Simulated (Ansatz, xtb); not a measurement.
**Ligand exchange: HF + C4H10O → HOF + C4H10**

Species: HF (hydrogen fluoride), singlet; C4H10O (2-methyl-1-propanol) `CC(C)CO`, singlet; HOF (hypofluorous acid) `OF`, singlet; C4H10 (isobutane) `CC(C)C`, singlet. The partners trade H for OH: F–H and C–OH bonds give way to F–OH and C–H.

Shapes, held fixed at every level: PBE0-D4/def2-TZVP. Flexible molecules stand in one conformer, not always the lowest. Programs: Ansatz 0.2.0, xtb 6.7.1, xtb 6.7.1 later snapshot. Electronic energies: no zero-point or thermal term.

Question: Estimate ΔE of this reaction.

Answer: The highest level, CCSD(T)/CBS estimate, gives ΔE = +343.6 kJ/mol; the levels span +273.9 to +357.5. GFN1-xTB strays far from the other rows. The column of differences is taken from that level and isn't an error. No measured value is set beside it here. The CBS estimate extrapolates MP2 from def2-TZVPP and def2-QZVPP and adds CCSD(T) − MP2 in the triple-zeta set, cores frozen. Times are processor times on shared x86 and Arm servers, and rough.

```json
{"level": "GFN1-xTB", "kind": "semi-empirical", "ΔE (kJ/mol)": "+273.9", "less CCSD(T)/CBS estimate": "-69.7", "CPU time (sum over the molecules)": "0.14 s"}
{"level": "B3LYP-D4/def2-TZVPP", "kind": "global hybrid", "ΔE (kJ/mol)": "+320.3", "less CCSD(T)/CBS estimate": "-23.3", "CPU time (sum over the molecules)": "24 s"}
{"level": "wB97X-V/def2-TZVPP", "kind": "range-separated hybrid", "ΔE (kJ/mol)": "+324.6", "less CCSD(T)/CBS estimate": "-19.0", "CPU time (sum over the molecules)": "35 s"}
{"level": "B2PLYP/def2-TZVPP", "kind": "double hybrid", "ΔE (kJ/mol)": "+329.8", "less CCSD(T)/CBS estimate": "-13.8", "CPU time (sum over the molecules)": "28 s"}
{"level": "MP2/def2-TZVPP", "kind": "perturbation theory", "ΔE (kJ/mol)": "+357.5", "less CCSD(T)/CBS estimate": "+13.9", "CPU time (sum over the molecules)": "–"}
{"level": "CCSD(T)/def2-TZVPP", "kind": "coupled cluster or CI", "ΔE (kJ/mol)": "+335.2", "less CCSD(T)/CBS estimate": "-8.4", "CPU time (sum over the molecules)": "13 min"}
{"level": "CCSD/def2-TZVPP", "kind": "coupled cluster or CI", "ΔE (kJ/mol)": "+340.2", "less CCSD(T)/CBS estimate": "-3.4", "CPU time (sum over the molecules)": "–"}
{"level": "CCSD(T)/CBS estimate", "kind": "coupled cluster or CI", "ΔE (kJ/mol)": "+343.6", "less CCSD(T)/CBS estimate": "0.0", "CPU time (sum over the molecules)": "15 min"}
```
